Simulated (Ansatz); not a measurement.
# C4H6 (1,2-butadiene): entropy by statistical mechanics

A singlet with charge 0, relaxed at PBE0-D4/def2-TZVP (Ansatz 0.2.0):

```xyz
10

C    -1.0282    1.6402   -0.8077
C    -0.2150    0.6560   -0.5590
C     0.5956   -0.3298   -0.3056
C     0.5141   -1.2167    0.8983
H    -1.9386    1.4891   -1.3795
H    -0.8220    2.6456   -0.4538
H     1.3937   -0.5279   -1.0192
H     0.3807   -2.2612    0.6018
H    -0.3180   -0.9322    1.5423
H     1.4376   -1.1630    1.4823
```

Harmonic wavenumbers in cm⁻¹: 171, 210, 344, 543, 577, 876, 891, 898, 1015, 1057, 1093, 1159, 1359, 1400, 1467, 1475, 1501, 2077, 3044, 3101, 3136, 3139, 3153, 3215.

Masses in u: C 12.011, H 1.008. Take T = 298.15 K, p = 1 bar, R = 8.3145 J/(mol K), kT/hc = 207.22 cm⁻¹, rigid rotor and harmonic oscillator.

Problem. Work out S° at 298 K.

Solution. 
1. Translation (Sackur–Tetrode): S = R[3/2 ln M + 5/2 ln T − 1.1517] with M = 54.092 gives 158.6 J/(mol K).
2. Rotation: principal moments 14.567, 119.623, 127.599 u Å² give A, B, C = 1.1572, 0.1409, 0.1321 cm⁻¹; the symmetry number is σ = 1; q = (√π/σ)√((kT/hc)³/ABC) = 36026; S = R(ln q + 3/2) = 99.7.
3. Vibration: with u = ν̃/207.22, each mode gives R[u/(eᵘ − 1) − ln(1 − e⁻ᵘ)]; the sum is 31.4, most from 171 cm⁻¹ (10.1), 210 cm⁻¹ (8.6), 344 cm⁻¹ (5.0).
4. Electronic: R ln 1 = 0.0, from the spin multiplicity alone.
5. Sum: 158.6 + 99.7 + 31.4 + 0.0 = 289.7 J/(mol K).

No measured value is set beside it here. Where a soft mode is a torsion, a harmonic oscillator describes it poorly.
